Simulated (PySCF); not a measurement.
Species: CH2N2.
SMILES: `N#CN`

A linear-response calculation (PySCF, def2-SVPD basis, gas phase, vertical, core orbitals frozen in the response) gave these numbers; the functional is withheld.

Orbital energies (eV): HOMO-3 -11.30, HOMO-2 -9.91, HOMO-1 -9.31, HOMO -7.79, LUMO -0.38, LUMO+1 0.41, LUMO+2 1.67.

```
state  E (eV)       f  main configurations (H = HOMO, L = LUMO)
   S1    6.29  0.0022                                H→L (100%)
   S2    6.42  0.0005                               H→L+1 (98%)
   S3    7.90  0.0038                               H-1→L (99%)
   S4    7.97  0.0088                H→L+2 (49%), H-1→L+1 (43%)
   S5    8.61  0.0069                               H-2→L (95%)
   S6    8.64  0.0042                               H→L+4 (93%)
```

Triplets (Tamm–Dancoff): T1 5.98 eV, H→L+1 (93%); T2 6.00 eV, H→L (96%); T3 6.37 eV, H-1→L+1 (63%), H→L+2 (20%); T4 6.87 eV, H→L+2 (56%), H-1→L+1 (27%), H→L+3 (12%).

Vertical ionisation energy by ΔSCF with the same functional: 10.72 eV. Mean static polarisability: 26.0 au.

Question: Name the functional.
A. B3LYP
B. HF
C. CAM-B3LYP
D. PBE

Answer: A. B3LYP is a global hybrid with 20% exact exchange. In this run −ε(HOMO) = 7.79 eV differs from the ΔSCF value by -2.93 eV, and S1 differs from the orbital gap of 7.41 eV by -1.12 eV. The ratio −ε(HOMO)/IP is 0.73. Usual ranges for neutral molecules in this basis: 0.67 to 0.83 with B3LYP, 0.5 to 0.7 with PBE, 0.85 to 0.93 with CAM-B3LYP; with Hartree–Fock the ratio is 1 or more (Koopmans' value less the relaxation energy is the ΔSCF value).

Computed with TDDFT B3LYP/def2-SVPD, vertical, gas phase, core orbitals frozen in the response (PySCF). Geometry: PBE0-D3(BJ)/def2-SVP; no solvent, vibrations or thermal averaging.

Time: 7.2 s of wall time; peak memory 0.35 GiB. Hardware: one thread of an Arm Neoverse N1 (shared host).
